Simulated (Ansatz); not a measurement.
```yaml
crystal:
  periodic: [false, false, false]
  atoms:
    - {symbol: F, position_ang: [-0.134904, -1.710785, 1.212340]}
    - {symbol: C, position_ang: [0.032150, -0.674108, 0.430480]}
    - {symbol: C, position_ang: [0.675661, -0.013674, -0.714146]}
    - {symbol: N, position_ang: [-0.809284, 0.753228, 0.198040]}
    - {symbol: H, position_ang: [1.022692, 0.341784, -1.566027]}
    - {symbol: H, position_ang: [-0.608099, 1.104737, 0.627735]}
basis:
  gaussian: {orbitals: def2-mTZVP, fitting: {mean_field: def2-universal-jkfit}}
hamiltonian: {xc: {name: HF}, pseudopotentials: {relativity: none}}
relax: {f_tol: 0.0001, max_steps: 2}
```

```sh
$ ansatz run in.yaml --threads 2 --pin off --events-out ev --progress --plain --max-ram 4352MiB
```

Shortened log:

```
Functional definition: HF
340 factors; integrals over basis functions are off by at most 1.6e0 eV
mean field evaluation 1: about -6255.5619 eV, gradient 5.6e1 eV
mean field evaluation 2: about -6257.7953 eV, gradient 4.8e1 eV
mean field evaluation 4: about -6262.7346 eV, gradient 2.1e0 eV
mean field evaluation 8: about -6262.7522 eV, gradient 2.3e-5 eV
mean field -6262.75223892 eV, -230.1518997342 hartree, gradient 2.3e-5 eV, S^2 0.000000; 0 other end points of the search recorded, 0 dependent functions left out
reference -6262.75223892 eV, -230.1518997342 hartree; 15, 15 occupied and 67, 67 virtual orbitals, 340 factors
relax step   1: F+E_penalty+E_count = -6262.75223892 eV  Δ(F+E_penalty+E_count) = +0.000e0 eV  max|allowed force component| = 6.743e1 eV/Å  Δτ_max = 0.0000 Å  (39 SCF iters, accepted)
340 factors; integrals over basis functions are off by at most 1.6e0 eV
mean field -6275.93188945 eV, -230.6362429580 hartree, gradient 1.7e-5 eV, S^2 0.000000; 0 other end points of the search recorded, 0 dependent functions left out
reference -6275.93188945 eV, -230.6362429580 hartree; 15, 15 occupied and 67, 67 virtual orbitals, 340 factors
relax step   2: F+E_penalty+E_count = -6275.93188945 eV  Δ(F+E_penalty+E_count) = -1.318e1 eV  max|allowed force component| = 8.731e0 eV/Å  Δτ_max = 0.1948 Å  (35 SCF iters, accepted)
Error: geometry relaxation did not converge after 2 steps: max|allowed force component| = 8.73e0 eV/Å (threshold 1.0e-4). Raise `relax.max_steps` over both its present limit and 2, loosen `relax.f_tol`, or start from a geometry closer to equilibrium. Where this run's directory can be resumed (`checkpoint.write`), a resume goes on for up to `relax.max_steps` more
```

(1) Something in this input is off. What?

Results:

(1) The relaxation is allowed too few steps for its threshold. No converged result was reached.
